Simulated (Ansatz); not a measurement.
**Molecular dynamics of C₂H₇Al**

The input (input.yaml):

```yaml
crystal:
  periodic: [false, false, false]
  atoms:
    - { symbol: Al, position_ang: [-0.391787, 0.020505, 0.965214] }
    - { symbol: H, position_ang: [1.018964, 0.176173, 1.704695] }
    - { symbol: C, position_ang: [1.71918, 0.076218, 0.07511] }
    - { symbol: H, position_ang: [1.69175, -0.904441, -0.436998] }
    - { symbol: H, position_ang: [1.610342, 0.901295, -0.651849] }
    - { symbol: H, position_ang: [2.674444, 0.176998, 0.611275] }
    - { symbol: C, position_ang: [-1.253345, -0.098025, -0.826803] }
    - { symbol: H, position_ang: [-1.921233, -0.975828, -0.868671] }
    - { symbol: H, position_ang: [-1.891412, 0.789394, -0.98453] }
    - { symbol: H, position_ang: [-0.520201, -0.162389, -1.647544] }
basis:
  gaussian: { orbitals: "6-31G*" }
hamiltonian:
  xc: pbe
  dispersion: d4
md:
  timestep: 0.5
  n_steps: 200
  ensemble: nve
  temperature: 300.0
  initial_velocities: maxwell_boltzmann
  seed: 11016
```

Run as:

```bash
$ ansatz run input.yaml --threads 1 --pin off --max-ram 2048MiB --backend cpu --events-out ev --progress --plain --runs-dir out
```

It starts at the highest image of a converged band. Of that band: Neighbouring images differ by up to 2.8 eV, so the band resolves the path poorly. A vibrational analysis at the climbing image gives 2 clearly imaginary modes (1120i, 105i cm⁻¹): a point of higher order, so a lower path passes nearby.

Output, in part (step lines, the closing report, with atoms numbered from 0):

```
md step     0: t =     0.00 fs  T =   300.0 K  F+E_penalty+E_count = -8774.78120633 eV  E_kin = 0.310224 eV  conserved = -8774.47098233 eV  (29 SCF iters)
md step     1: t =     0.50 fs  T =   291.5 K  F+E_penalty+E_count = -8774.77224120 eV  E_kin = 0.301449 eV  conserved = -8774.47079249 eV  (30 SCF iters)
md step     2: t =     1.00 fs  T =   267.9 K  F+E_penalty+E_count = -8774.74744051 eV  E_kin = 0.277069 eV  conserved = -8774.47037119 eV  (30 SCF iters)
md step     3: t =     1.50 fs  T =   235.4 K  F+E_penalty+E_count = -8774.71326866 eV  E_kin = 0.243422 eV  conserved = -8774.46984630 eV  (30 SCF iters)
md step     4: t =     2.00 fs  T =   201.6 K  F+E_penalty+E_count = -8774.67785869 eV  E_kin = 0.208485 eV  conserved = -8774.46937350 eV  (30 SCF iters)
md step     5: t =     2.50 fs  T =   173.6 K  F+E_penalty+E_count = -8774.64857608 eV  E_kin = 0.179489 eV  conserved = -8774.46908722 eV  (30 SCF iters)
md step     6: t =     3.00 fs  T =   155.6 K  F+E_penalty+E_count = -8774.62992684 eV  E_kin = 0.160878 eV  conserved = -8774.46904905 eV  (30 SCF iters)
md step     7: t =     3.50 fs  T =   148.3 K  F+E_penalty+E_count = -8774.62257580 eV  E_kin = 0.153347 eV  conserved = -8774.46922875 eV  (29 SCF iters)
[... lines left out ...]
Total energy: -8776.44410874 eV, -322.5283721086 hartree
Atom 0 at    -0.079345     0.004611     0.638345 Å, force    -3.807883    -0.376820     0.160280 eV/Å
Atom 1 at    -1.055230    -0.164024     2.037808 Å, force     1.468611     0.092998     0.004591 eV/Å
Atom 2 at     1.830982     0.083943     0.344324 Å, force    -0.759313     0.337879     0.010149 eV/Å
Atom 3 at     2.218239    -0.915641     0.432787 Å, force     0.451120    -0.919963     0.128940 eV/Å
Atom 4 at     2.274281     0.556812    -0.544685 Å, force    -0.099649     0.270617     0.284167 eV/Å
Atom 5 at     1.998678     0.576122     1.309568 Å, force     0.992207     0.453011     0.037620 eV/Å
Atom 6 at    -1.785666    -0.053945    -0.573645 Å, force     0.909852     0.518454    -2.250548 eV/Å
Atom 7 at    -2.382649    -1.017161    -0.656292 Å, force     0.479564     0.751004     0.639267 eV/Å
Atom 8 at    -2.512987     0.832254    -0.757369 Å, force     0.972823    -1.081558     0.827834 eV/Å
Atom 9 at    -1.230174    -0.059018    -1.570420 Å, force    -0.607332    -0.045622     0.157700 eV/Å
Dipole moment:     0.438035     0.036423    -0.161040 e Å
```

The steps, from the saved trajectory:

```json
{"time (fs)": "0.0", "T (K)": "300", "potential energy less start (eV)": "0.000", "conserved less start (meV/atom)": "0.00"}
{"time (fs)": "3.0", "T (K)": "156", "potential energy less start (eV)": "0.151", "conserved less start (meV/atom)": "0.19"}
{"time (fs)": "6.0", "T (K)": "148", "potential energy less start (eV)": "0.158", "conserved less start (meV/atom)": "0.08"}
{"time (fs)": "9.0", "T (K)": "122", "potential energy less start (eV)": "0.185", "conserved less start (meV/atom)": "0.18"}
{"time (fs)": "12.0", "T (K)": "207", "potential energy less start (eV)": "0.097", "conserved less start (meV/atom)": "0.09"}
{"time (fs)": "15.0", "T (K)": "262", "potential energy less start (eV)": "0.041", "conserved less start (meV/atom)": "0.16"}
{"time (fs)": "18.0", "T (K)": "503", "potential energy less start (eV)": "-0.208", "conserved less start (meV/atom)": "0.15"}
{"time (fs)": "21.0", "T (K)": "977", "potential energy less start (eV)": "-0.699", "conserved less start (meV/atom)": "0.12"}
{"time (fs)": "24.0", "T (K)": "1607", "potential energy less start (eV)": "-1.351", "conserved less start (meV/atom)": "0.06"}
{"time (fs)": "27.0", "T (K)": "2066", "potential energy less start (eV)": "-1.827", "conserved less start (meV/atom)": "-0.05"}
{"time (fs)": "30.0", "T (K)": "2067", "potential energy less start (eV)": "-1.827", "conserved less start (meV/atom)": "0.02"}
{"time (fs)": "33.0", "T (K)": "1867", "potential energy less start (eV)": "-1.620", "conserved less start (meV/atom)": "-0.02"}
{"time (fs)": "36.0", "T (K)": "1529", "potential energy less start (eV)": "-1.270", "conserved less start (meV/atom)": "0.13"}
{"time (fs)": "39.0", "T (K)": "1385", "potential energy less start (eV)": "-1.121", "conserved less start (meV/atom)": "0.03"}
{"time (fs)": "42.0", "T (K)": "1220", "potential energy less start (eV)": "-0.951", "conserved less start (meV/atom)": "0.09"}
{"time (fs)": "45.0", "T (K)": "1018", "potential energy less start (eV)": "-0.742", "conserved less start (meV/atom)": "-0.03"}
{"time (fs)": "48.0", "T (K)": "748", "potential energy less start (eV)": "-0.461", "conserved less start (meV/atom)": "0.27"}
{"time (fs)": "51.0", "T (K)": "1326", "potential energy less start (eV)": "-1.061", "conserved less start (meV/atom)": "-0.06"}
{"time (fs)": "54.0", "T (K)": "1661", "potential energy less start (eV)": "-1.408", "conserved less start (meV/atom)": "-0.04"}
{"time (fs)": "57.0", "T (K)": "1522", "potential energy less start (eV)": "-1.264", "conserved less start (meV/atom)": "0.02"}
{"time (fs)": "60.0", "T (K)": "1226", "potential energy less start (eV)": "-0.957", "conserved less start (meV/atom)": "0.13"}
{"time (fs)": "63.0", "T (K)": "1262", "potential energy less start (eV)": "-0.994", "conserved less start (meV/atom)": "0.12"}
{"time (fs)": "66.0", "T (K)": "1637", "potential energy less start (eV)": "-1.383", "conserved less start (meV/atom)": "0.04"}
{"time (fs)": "69.0", "T (K)": "1924", "potential energy less start (eV)": "-1.680", "conserved less start (meV/atom)": "-0.09"}
{"time (fs)": "72.0", "T (K)": "1734", "potential energy less start (eV)": "-1.481", "conserved less start (meV/atom)": "0.15"}
{"time (fs)": "75.0", "T (K)": "1844", "potential energy less start (eV)": "-1.597", "conserved less start (meV/atom)": "0.00"}
{"time (fs)": "78.0", "T (K)": "1896", "potential energy less start (eV)": "-1.651", "conserved less start (meV/atom)": "-0.03"}
{"time (fs)": "81.0", "T (K)": "1638", "potential energy less start (eV)": "-1.383", "conserved less start (meV/atom)": "0.06"}
{"time (fs)": "84.0", "T (K)": "1351", "potential energy less start (eV)": "-1.086", "conserved less start (meV/atom)": "0.04"}
{"time (fs)": "87.0", "T (K)": "1101", "potential energy less start (eV)": "-0.827", "conserved less start (meV/atom)": "0.14"}
{"time (fs)": "90.0", "T (K)": "1056", "potential energy less start (eV)": "-0.782", "conserved less start (meV/atom)": "-0.02"}
{"time (fs)": "93.0", "T (K)": "895", "potential energy less start (eV)": "-0.613", "conserved less start (meV/atom)": "0.21"}
{"time (fs)": "96.0", "T (K)": "1215", "potential energy less start (eV)": "-0.945", "conserved less start (meV/atom)": "0.08"}
{"time (fs)": "99.0", "T (K)": "1721", "potential energy less start (eV)": "-1.469", "conserved less start (meV/atom)": "0.07"}
```

The run went to its last step. The conserved energy stayed within 0.29 meV per atom of its start (net change 0.02 meV per atom), so the integration is sound. The kinetic energy rose, since the run started high on the potential surface and went downhill. A run of 0.1 ps of so small a system gives no equilibrium averages. The orbitals stay closed-shell, which can raise the energy where a bond breaks towards radicals; this wasn't checked here.

Between its relaxed ends the band would form H2–C3 and break Al1–H2, Al1–C3. These pairs go: H2–C3 1.78 → 3.36 Å, Al1–H2 1.60 → 1.71 Å, Al1–C3 2.29 → 1.93 Å. In the last frame they stand as before the step (other bonds may differ from the relaxed reactants and products). It ends as one piece, C2H7Al. Pairs count as bonded within 1.25 times the sum of covalent radii (0.12 Å more for H–H).

Last frame:

```xyz
10
Properties=species:S:1:pos:R:3
Al -0.079 0.005 0.638
H -1.055 -0.164 2.038
C 1.831 0.084 0.344
H 2.218 -0.916 0.433
H 2.274 0.557 -0.545
H 1.999 0.576 1.310
C -1.786 -0.054 -0.574
H -2.383 -1.017 -0.656
H -2.513 0.832 -0.757
H -1.230 -0.059 -1.570
```

Run time: 6.3 min on 1 thread of Arm Neoverse V1 (shared host), peak memory 0.11 GiB.
